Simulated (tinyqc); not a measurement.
UKS/exchange-only LDA in the sto-6g basis, for BH2, spin multiplicity 2, step by step (part 3 of 3). Computed by tinyqc, a small Python program that keeps every step (integrals from PySCF). Command: `OMP_NUM_THREADS=1 python tinyqc.py 22013 22014 out.jsonl` (the two numbers bound the seeds that draw the settings). One thread of a shared host (Intel(R) Xeon(R) Processor @ 2.60GHz), about 3 s of CPU time with the checks.

Geometry (angstrom):
```
atom         x          y         z
B     0.000000   0.000000  0.000000
H     0.000000   1.274000  0.571000
H     0.000000  -1.318000  0.591000
```

## Iteration 9 (converged): orbitals

converged F(alpha) (hartree), order 1B 1s, 1B 2s, 1B 2px, 1B 2py, 1B 2pz, 2H 1s, 3H 1s:
$$\begin{pmatrix}
-6.203056 & -1.827685 & 0.000000 & -0.000209 & 0.000616 & -0.300716 & -0.269528 \\
-1.827685 & -0.745803 & 0.000000 & -0.003694 & -0.005573 & -0.269984 & -0.250541 \\
0.000000 & 0.000000 & 0.024866 & 0.000000 & 0.000000 & 0.000000 & 0.000000 \\
-0.000209 & -0.003694 & 0.000000 & -0.017376 & -0.001842 & -0.158230 & 0.150338 \\
0.000616 & -0.005573 & 0.000000 & -0.001842 & 0.007045 & -0.071294 & -0.068056 \\
-0.300716 & -0.269984 & 0.000000 & -0.158230 & -0.071294 & -0.116777 & -0.043290 \\
-0.269528 & -0.250541 & 0.000000 & 0.150338 & -0.068056 & -0.043290 & -0.103202
\end{pmatrix}$$

converged F(beta) (hartree), order 1B 1s, 1B 2s, 1B 2px, 1B 2py, 1B 2pz, 2H 1s, 3H 1s:
$$\begin{pmatrix}
-6.181186 & -1.812077 & 0.000000 & -0.000282 & -0.008718 & -0.298719 & -0.267726 \\
-1.812077 & -0.666144 & 0.000000 & -0.004184 & -0.068819 & -0.258353 & -0.239846 \\
0.000000 & 0.000000 & 0.088859 & 0.000000 & 0.000000 & 0.000000 & 0.000000 \\
-0.000282 & -0.004184 & 0.000000 & 0.034340 & -0.001611 & -0.152075 & 0.144505 \\
-0.008718 & -0.068819 & 0.000000 & -0.001611 & 0.130279 & -0.074746 & -0.071169 \\
-0.298719 & -0.258353 & 0.000000 & -0.152075 & -0.074746 & -0.112462 & -0.042043 \\
-0.267726 & -0.239846 & 0.000000 & 0.144505 & -0.071169 & -0.042043 & -0.099688
\end{pmatrix}$$

X, order 1B 1s, 1B 2s, 1B 2px, 1B 2py, 1B 2pz, 2H 1s, 3H 1s:
$$\begin{pmatrix}
-0.359351 & 0.131150 & 0.749428 & 0.000000 & -0.563210 & -0.025391 & 0.244172 \\
1.001773 & -0.320749 & -0.267599 & 0.000000 & -0.233814 & -0.044379 & 0.496628 \\
0.000000 & 0.000000 & 0.000000 & 1.000000 & 0.000000 & 0.000000 & 0.000000 \\
0.341222 & 0.967171 & -0.004305 & 0.000000 & 0.001917 & 0.587713 & 0.047134 \\
0.379025 & -0.119311 & 0.631093 & 0.000000 & 0.698201 & -0.015877 & 0.180557 \\
-0.917695 & -0.501922 & -0.222385 & 0.000000 & 0.173730 & 0.365090 & 0.393751 \\
-0.408128 & 0.923639 & -0.234161 & 0.000000 & 0.181366 & -0.430873 & 0.325732
\end{pmatrix}$$

Diagonalise F' = X^T F X, C = X C', fill 4 alpha and 3 beta electrons from the bottom; D(s) = C_occ C_occ^T. Each column has its largest component positive (the first on a tie).

F' = X^T F X (alpha) (hartree):
$$\begin{pmatrix}
0.161848 & 0.097471 & 0.612626 & 0.000000 & -0.468135 & -0.012591 & 0.276472 \\
0.097471 & 0.343579 & -0.247616 & 0.000000 & 0.196529 & 0.049751 & -0.114581 \\
0.612626 & -0.247616 & -2.643477 & 0.000000 & 2.488380 & 0.151833 & -1.611536 \\
0.000000 & 0.000000 & 0.000000 & 0.024866 & 0.000000 & 0.000000 & 0.000000 \\
-0.468135 & 0.196529 & 2.488380 & 0.000000 & -2.372097 & -0.148853 & 1.584733 \\
-0.012591 & 0.049751 & 0.151833 & 0.000000 & -0.148853 & -0.181768 & 0.103493 \\
0.276472 & -0.114581 & -1.611536 & 0.000000 & 1.584733 & 0.103493 & -1.344898
\end{pmatrix}$$

orbital energies (alpha) (hartree): MO1 -6.209776, MO2 -0.290789, MO3 -0.175344, MO4 -0.027466, MO5 0.024866, MO6 0.277252, MO7 0.389309

coefficients C (alpha), order 1B 1s, 1B 2s, 1B 2px, 1B 2py, 1B 2pz, 2H 1s, 3H 1s:
$$\begin{pmatrix}
0.989773 & -0.240258 & 0.010804 & 0.116455 & 0.000000 & -0.183830 & -0.024490 \\
0.039041 & 0.715523 & -0.040068 & -0.470298 & 0.000000 & 0.853686 & 0.127493 \\
0.000000 & 0.000000 & 0.000000 & 0.000000 & 1.000000 & 0.000000 & 0.000000 \\
0.000366 & 0.020042 & 0.512728 & -0.000421 & 0.000000 & -0.116503 & 1.059546 \\
0.002424 & 0.058440 & 0.002599 & 0.836164 & 0.000000 & 0.606772 & 0.075765 \\
-0.008334 & 0.325924 & 0.439476 & 0.236677 & 0.000000 & -0.654931 & -0.823209 \\
-0.007803 & 0.286420 & -0.466938 & 0.248001 & 0.000000 & -0.807969 & 0.620248
\end{pmatrix}$$

F' = X^T F X (beta) (hartree):
$$\begin{pmatrix}
0.189361 & 0.101390 & 0.596264 & 0.000000 & -0.481308 & -0.005028 & 0.297601 \\
0.101390 & 0.381039 & -0.241683 & 0.000000 & 0.201418 & 0.077947 & -0.119419 \\
0.596264 & -0.241683 & -2.566285 & 0.000000 & 2.558649 & 0.152810 & -1.624705 \\
0.000000 & 0.000000 & 0.000000 & 0.088859 & 0.000000 & 0.000000 & 0.000000 \\
-0.481308 & 0.201418 & 2.558649 & 0.000000 & -2.272541 & -0.146547 & 1.561140 \\
-0.005028 & 0.077947 & 0.152810 & 0.000000 & -0.146547 & -0.157279 & 0.103337 \\
0.297601 & -0.119419 & -1.624705 & 0.000000 & 1.561140 & 0.103337 & -1.318982
\end{pmatrix}$$

orbital energies (beta) (hartree): MO1 -6.187198, MO2 -0.256615, MO3 -0.156321, MO4 0.088859, MO5 0.121758, MO6 0.300311, MO7 0.433379

coefficients C (beta), order 1B 1s, 1B 2s, 1B 2px, 1B 2py, 1B 2pz, 2H 1s, 3H 1s:
$$\begin{pmatrix}
0.990409 & -0.215424 & -0.010197 & 0.000000 & 0.165542 & -0.173758 & -0.020687 \\
0.036790 & 0.619358 & 0.036377 & 0.000000 & -0.653017 & 0.810325 & 0.109442 \\
0.000000 & 0.000000 & 0.000000 & 1.000000 & 0.000000 & 0.000000 & 0.000000 \\
0.000369 & 0.022565 & -0.461439 & 0.000000 & 0.009224 & -0.099015 & 1.084517 \\
0.004115 & 0.161601 & 0.008752 & 0.000000 & 0.753452 & 0.691377 & 0.067898 \\
-0.008054 & 0.379975 & -0.465588 & 0.000000 & 0.263180 & -0.641972 & -0.787050 \\
-0.007535 & 0.331225 & 0.508307 & 0.000000 & 0.273077 & -0.760546 & 0.614826
\end{pmatrix}$$

D(alpha) after iteration 9, order 1B 1s, 1B 2s, 1B 2px, 1B 2py, 1B 2pz, 2H 1s, 3H 1s:
$$\begin{pmatrix}
1.051053 & -0.188469 & 0.000000 & 0.001037 & 0.085762 & -0.054244 & -0.052701 \\
-0.188469 & 0.736282 & 0.000000 & -0.005991 & -0.351440 & 0.103963 & 0.106710 \\
0.000000 & 0.000000 & 0.000000 & 0.000000 & 0.000000 & 0.000000 & 0.000000 \\
0.001037 & -0.005991 & 0.000000 & 0.263292 & 0.002153 & 0.231761 & -0.233779 \\
0.085762 & -0.351440 & 0.000000 & 0.002153 & 0.702598 & 0.218070 & 0.222876 \\
-0.054244 & 0.103963 & 0.000000 & 0.231761 & 0.218070 & 0.355451 & -0.053096 \\
-0.052701 & 0.106710 & 0.000000 & -0.233779 & 0.222876 & -0.053096 & 0.361633
\end{pmatrix}$$

D(beta) after iteration 9, order 1B 1s, 1B 2s, 1B 2px, 1B 2py, 1B 2pz, 2H 1s, 3H 1s:
$$\begin{pmatrix}
1.027422 & -0.097358 & 0.000000 & 0.000210 & -0.030827 & -0.085085 & -0.084000 \\
-0.097358 & 0.386282 & 0.000000 & -0.002797 & 0.100559 & 0.218107 & 0.223361 \\
0.000000 & 0.000000 & 0.000000 & 0.000000 & 0.000000 & 0.000000 & 0.000000 \\
0.000210 & -0.002797 & 0.000000 & 0.213436 & -0.000391 & 0.223412 & -0.227081 \\
-0.030827 & 0.100559 & 0.000000 & -0.000391 & 0.026208 & 0.057296 & 0.057944 \\
-0.085085 & 0.218107 & 0.000000 & 0.223412 & 0.057296 & 0.361218 & -0.110744 \\
-0.084000 & 0.223361 & 0.000000 & -0.227081 & 0.057944 & -0.110744 & 0.368143
\end{pmatrix}$$

## Convergence

Stop when the energy changes by less than 1e-08 hartree and every element of the error matrix X^T (F D S - S D F) X (for each spin) is below 3e-05.

Course of the cycle:
```
iteration   E (hartree)     change  largest element of the error matrix
1          -23.62981564          -                             3.69e-01
2          -24.60793147  -9.78e-01                             2.77e-01
3          -24.70283839  -9.49e-02                             3.06e-01
4          -25.06360720  -3.61e-01                             1.42e-02
5          -25.06431784  -7.11e-04                             2.47e-03
6          -25.06432861  -1.08e-05                             4.81e-04
7          -25.06432963  -1.03e-06                             1.10e-04
8          -25.06432971  -7.33e-08                             4.35e-05
9          -25.06432971  -6.74e-09                             2.39e-06
```

PySCF UKS in the same basis, fine grid, after a stability check = -25.06288706 hartree

Converged in 9 iterations. The coarse grid moves the energy by -1.44e-03 hartree.

## Populations, bond orders and dipole

overlap S, order 1B 1s, 1B 2s, 1B 2px, 1B 2py, 1B 2pz, 2H 1s, 3H 1s:
$$\begin{pmatrix}
1.000000 & 0.264891 & 0.000000 & 0.000000 & 0.000000 & 0.043359 & 0.038849 \\
0.264891 & 1.000000 & 0.000000 & 0.000000 & 0.000000 & 0.375814 & 0.354199 \\
0.000000 & 0.000000 & 1.000000 & 0.000000 & 0.000000 & 0.000000 & 0.000000 \\
0.000000 & 0.000000 & 0.000000 & 1.000000 & 0.000000 & 0.377356 & -0.360578 \\
0.000000 & 0.000000 & 0.000000 & 0.000000 & 1.000000 & 0.169129 & 0.161686 \\
0.043359 & 0.375814 & 0.000000 & 0.377356 & 0.169129 & 1.000000 & 0.044602 \\
0.038849 & 0.354199 & 0.000000 & -0.360578 & 0.161686 & 0.044602 & 1.000000
\end{pmatrix}$$

Mulliken: Z minus the diagonal of D S on the atom; Loewdin: the same with S^(1/2) D S^(1/2); Mayer order: 2 sum_s sum (D(s) S)_ij (D(s) S)_ji over the two atoms.

Charges (e):
```
atom   Mulliken    Loewdin  Mulliken spin
1B     0.088341   0.089796       1.029371
2H    -0.042692  -0.043482      -0.014414
3H    -0.045649  -0.046315      -0.014958
```

Mayer bond orders:
```
pair     order
2-1   0.976379
3-1   0.976102
3-2   0.021590
```

dipole moment about the origin, x y z (debye): [0.000000, 0.031888, -0.033342]

<S^2> of the determinant (pure state: 0.75) = 0.752875
